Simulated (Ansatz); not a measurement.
Elastic constant C11 of some elemental metals

Method: r²SCAN (Ansatz, a program for electronic structure, plane waves, PAW). References are measured values corrected to a static lattice or taken at low temperature (these still hold zero-point motion). The table is a random draw of 8 from 16 solids with such references.

Values in GPa.

| solid | reference | r²SCAN | error (%) |
|---|---|---|---|
| hcp Be | 299 | 338 | +13.0 |
| fcc Pt | 358 | 329 | -8.1 |
| hcp Os | 763† | 784 | +2.8 |
| hcp Ti | 176 | ? | ? |
| fcc Al | 114 | 132 | +15.8 |
| bcc W | 533 | 552 | +3.6 |
| bcc Mo | 478 | 488 | +2.1 |
| hcp Mg | 63.5 | 72.2 | +13.7 |

Q: Estimate the withheld r²SCAN value.

A: The errors of the other rows run from -8.1 % to +15.8 %, with a median of +3.6 %; carried to the reference 176 it gives 182 GPa. The run gives 188 GPa (+6.8 %); the row was picked among those where that median comes within half of the row's own error. Over these 8 solids the mean error is +6.2 %, the mean absolute error 8.2 % (median 7.5 %), and the worst case fcc Al at +15.8 %; the value is too high in 7 of 8 cases. Over all 16 the mean error is +3.3 % and the mean absolute error 9.1 % (median 7.9 %).

All these references are low-temperature values that still hold zero-point motion.

Spin–orbit coupling is left out, also for the solids with elements from indium on (fcc Pt, hcp Os, bcc W); its size isn't shown.

† marks references with one source in our tables, § those from which another value on file, of any temperature, differs by over 15 %.

Differences are worked out from the printed values.

Each level is taken at its own relaxed cell. Caveats: shear constants of such metals converge slowly with the k mesh (bcc W, bcc Mo). Ansatz's density-functional and Hartree–Fock values are scalar-relativistic unless marked +SOC, with PAW data made under PBE.

Ansatz's runs of these crystals have no spin polarisation. A magnetic state wasn't tried for fcc Pt, hcp Ti with meta-GGA or hybrid levels, which favour moments.

Not in this set, of the elemental metals with a reference value in our tables and a result at some level: 17 for a reference at room or unstated temperature (hcp Cd, hcp Co, bcc Cs, body-centred tetragonal In, fcc Ir and 12 more); 3 for a run that failed a test (r²SCAN) (antiferromagnetic bcc Cr, bcc Fe, fcc Ni); 2 for a doubt noted on the run at r²SCAN (bcc Nb, bcc V). These can be a level's worst cases. Values held back for tests aren't counted. Layered and molecular crystals are counted apart. The metals Ce to Yb are counted apart.

References as tabulated in Li et al. (2021), arXiv:2102.01972; Elastic Constants of Single Crystal Beryllium, J. Appl. Phys., doi …; Liu et al. (2023), arXiv:2002.00005; Ferrari et al. (2019), arXiv:1905.01197 and others.
